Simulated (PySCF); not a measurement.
Boron: a sound run and one with changed settings

Sound run: B [He] 2s2 2p1, B⁺ [He] 2s2. Calculation: PySCF 2.14, in cc-pVDZ-DK; scalar relativity by spin-free X2C-1e. In the sound run the correlated levels freeze 1s2. The sound run starts from symmetry-adapted Hartree-Fock orbitals and uses a fine grid where one is needed.

Changed run: all electrons correlated in a basis built for the valence shell.

```
species   method  sound run (hartree)  changed run (hartree)  converged
      B      MP2            -24.57320              -24.57423        yes
      B  CCSD(T)            -24.59613              -24.59699        yes
     B⁺      MP2            -24.27388              -24.27492        yes
     B⁺  CCSD(T)            -24.29990              -24.30066        yes
```

Ionisation energy of B:

| method | sound run (eV) | changed run (eV) |
| --- | --- | --- |
| UHF | 8.036 | 8.036 |
| MP2 | 8.145 | 8.145 |
| SCS-MP2 | 8.109 | 8.107 |
| CCSD | 8.039 | 8.042 |
| CCSD(T) | 8.061 | 8.064 |

A valence basis has no tight correlating functions, so it recovers only part of the core correlation, and not evenly between atom and ion.

For comparison, NIST gives 8.298 eV between the lowest levels.
